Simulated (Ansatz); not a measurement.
Born–Oppenheimer molecular dynamics of AlBH4Si (7 atoms, charge 0, multiplicity 1). It starts from a relaxed structure.

The calculation used Ansatz 0.2.0, RKS r2SCAN-D4/6-31G.

```
ensemble             : NVT, Langevin thermostat
time step            : 0.5 fs
steps asked          : 400
set temperature      : 500 K
friction             : 0.01 /fs
temperature schedule : 100 steps to 500 K, then 300 steps to 1000 K
seed                 : 514632
```

First frame:

```xyz
7
Properties=species:S:1:pos:R:3
B -1.092 -0.428 -0.508
Al 0.818 -0.971 -0.851
Si -0.354 0.796 0.731
H -2.193 -0.688 -0.860
H 2.380 -1.289 -1.010
H -0.691 1.870 1.726
H 1.193 0.642 0.726
```

Question: How far do the bonds stretch over the last three quarters of this one trajectory? (Pairs bonded in most of those frames.)

Answer: 
```
   bond  mean (Å)  spread (Å)  shortest  longest
 B1–Al2     2.013       0.061      1.91     2.14
 B1–Si3     1.917       0.072      1.77     2.04
  B1–H4     1.205       0.078      1.08     1.34
Al2–Si3     2.676       0.048      2.51     2.75
 Al2–H5     1.616       0.042      1.52     1.69
 Si3–H6     1.522       0.066      1.40     1.64
 Si3–H7     1.559       0.063      1.45     1.72
```

Mean temperature of the second half: 596 K. The schedule's set-point averaged 833 K over the second half and the system 596 K, so it lags behind the ramp. A run of 0.2 ps of so small a system gives no equilibrium averages. Limits of this set-up: no polarisation functions.

Time of the run: 4.5 min on 1 thread of AMD EPYC 9R45 96-Core Processor (Zen 5), with other jobs on the host, peak memory 0.11 GiB.
